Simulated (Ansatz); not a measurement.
System: rock-salt GdN. Method: PBEsol (plane waves, PAW; Ansatz, a first-principles code).

Settings: plane-wave cutoff 520 eV, 12×12×12 k mesh, Fermi–Dirac smearing 0.01 eV, spin-polarised with parallel moments, scalar-relativistic PAW data made under PBE.

Cell (relaxed at this level):

```cif
data_GdN
_chemical_formula_sum 'Gd1 N1'
_space_group_name_H-M_alt 'P 1'
_space_group_IT_number 1
_cell_length_a 3.48089
_cell_length_b 3.48089
_cell_length_c 3.48089
_cell_angle_alpha 60.000
_cell_angle_beta 60.000
_cell_angle_gamma 60.000
loop_
_space_group_symop_operation_xyz
  'x, y, z'
loop_
_atom_site_label
_atom_site_type_symbol
_atom_site_fract_x
_atom_site_fract_y
_atom_site_fract_z
_atom_site_occupancy
Gd1 Gd 0.00000 0.00000 0.00000 1
N1 N 0.50000 0.50000 0.50000 1
```
Starting moments (μB, in the order of the record's atoms Gd N): 7.0 0.0.

Problem. What does this level give for the bulk modulus B0, magnetic moment (largest site, within a sphere) and pressure derivative B′ of the bulk modulus?

Solution. 
- bulk modulus B0 = 159 GPa
- magnetic moment (largest site, within a sphere) = 6.85 μB
- pressure derivative B′ of the bulk modulus = 4.1

The run finds no gap.

Measured, for comparison: bulk modulus 192 ± 35 GPa (temperature not stated, no zero-point or thermal correction; as tabulated in Doll (2008), arXiv:0801.3152). Computed (rounded) less measured: bulk modulus -17 % (inside the measured uncertainty).

Note: the 4f shell is treated without U or exact exchange, so its levels and filling can be wrong.

Moments are spin moments.

Spin–orbit coupling is not included; it can open a gap where bands touch, and shift volumes and moduli.

Static lattice: no zero-point or thermal effects.

It cost very roughly 80 core-seconds of CPU time.
